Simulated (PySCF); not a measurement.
## SiF₂⁺, doublet: molecular constants

These are results of UPBE0 in PySCF with Si def2-TZVP, F def2-TZVP; no relativity; density-fitted integrals, not measurements.

The structure is a higher-order saddle point with 2 imaginary modes (one degenerate set).

| Item | Value |
| --- | --- |
| Point group | D∞h |
| Bond lengths | Si–F 1.547 Å (×2) |
| Bond angles | F–Si–F 180.0° |
| Rotational constants | 0.1854 cm⁻¹ |
| Principal quadrupole moments (Buckingham, traceless) about the centre of mass | -3.06, 1.53, 1.53 D Å |
| Spin squared ⟨S²⟩ | 0.755 |
| Lowest empty level (β) | -11.88 eV |
| Principal polarisabilities | 21.7, 21.7, 22.6 bohr³ |
| Zero-point energy (real modes) | 11.3 kJ/mol |
| Dipole moment about the centre of mass | 0.00 D |
| Highest occupied level (α) | -15.61 eV |

Harmonic modes (masses in u: Si 27.977, F 18.998):
```csv
symmetry,ω (cm⁻¹),"IR (km/mol, summed over degenerate members)",μ (u),type
πu,385i,–,23.31,bend
σg+,756,0.0,19.00,stretch
σu+,1133,233,23.31,stretch
```

In D∞h the vibrations span πu + σg+ + σu+. The σg+ mode carries no infrared intensity, as symmetry demands. With a centre of inversion only u modes can be infrared active and only g modes Raman active.

Charges (e):
| atom | Mulliken | Löwdin | polar tensor | spin (Mulliken) | Mayer order to Si1 |
| --- | --- | --- | --- | --- | --- |
| Si1 | 1.08 | 0.69 | 1.18 | 0.82 | – |
| F2,3 | -0.04 | 0.15 | -0.09 | 0.09 | 1.47 |

Mulliken populations on Si1: s 5.34, p 6.95, d 0.52, f 0.11.

Outer orbital energies (eV). α occupied: -24.45, -22.98, -21.37, -21.37, -20.90, -20.90, -15.61; empty: -10.02, -10.02, -3.27, -2.31. β occupied: -23.66, -22.22, -21.21, -21.21, -20.87, -20.87; empty: -11.88, -8.53, -8.53, -2.94.

Other isomers or separated fragments may lie lower. At this level a doublet minimum of C2v symmetry lies 86 kJ/mol below this structure.

The final relaxation and frequency run took 10 s on 4 threads of a shared Arm Neoverse V2 host, with 99 basis functions and 7 gradients; the process peaked at 0.88 GiB.
